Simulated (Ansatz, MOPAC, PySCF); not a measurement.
Process, species as SMILES: C(CC)Cl [1-chloropropane] + 3 [H][H] (H2) -> 3 C (CH4) + Cl (HCl)

Wanted: energy of full hydrogenation (enthalpy at 298 K), in kcal/mol. Set-up: non-relativistic; no dispersion term unless named; six Cartesian d functions in 6-31G* and its kin unless marked 5d; spin-orbit terms left out. Ab initio and DFT rows: single points at B3LYP-D3(BJ) geometries (Ansatz, a first-principles code), with unscaled harmonic terms from B3LYP/6-31G* at its own minima. Semi-empirical rows: MOPAC heats of formation at their own minima for 298 K.

| species | coefficient | E at M06-2X/6-31G* (5d) (PySCF), Eh | E at PBE0/def2-TZVPD (Ansatz), Eh | H(298 K) - E, kcal/mol | heat of formation at PM3 (MOPAC), kcal/mol |
|---|---|---|---|---|---|
| CCCCl | -1 | -578.63026 | -578.49641 | 64.06 | -27.45 |
| [H][H] (H2) | -3 | -1.16368 | -1.16825 | 8.44 | -13.39 |
| C (CH4) | +3 | -40.48157 | -40.47422 | 30.76 | -13.03 |
| Cl (HCl) | +1 | -460.75230 | -460.66591 | 6.28 | -20.47 |

Measured values: Active Thermochemical Tables 1.112 (ions: stationary electron), as tabulated in the package chemicals; G2/97 table in ASE (Curtiss et al.); they hold spin-orbit and core effects, anharmonicity and other conformers.  Value to compare with, the measured value: -44.0 kcal/mol. 1 Eh = 627.5095 kcal/mol.

Question: Compute it at each level from the table, and compare with the measured value.

Answer: 
- M06-2X/6-31G* (5d): the sum of coefficient times E is -0.07571 Eh, or -47.51 kcal/mol; the thermal terms add 9.18. Result: -38.3 kcal/mol. Its error against the measured value is 5.7 kcal/mol.
- PBE0/def2-TZVPD: the sum of coefficient times E is -0.08741 Eh, or -54.85 kcal/mol; the thermal terms add 9.18. Result: -45.7 kcal/mol. Its error against the measured value is -1.7 kcal/mol.
- PM3: the sum of coefficient times heat of formation is 8.06 kcal/mol; it needs no thermal term. Its error against the measured value is 52.1 kcal/mol.
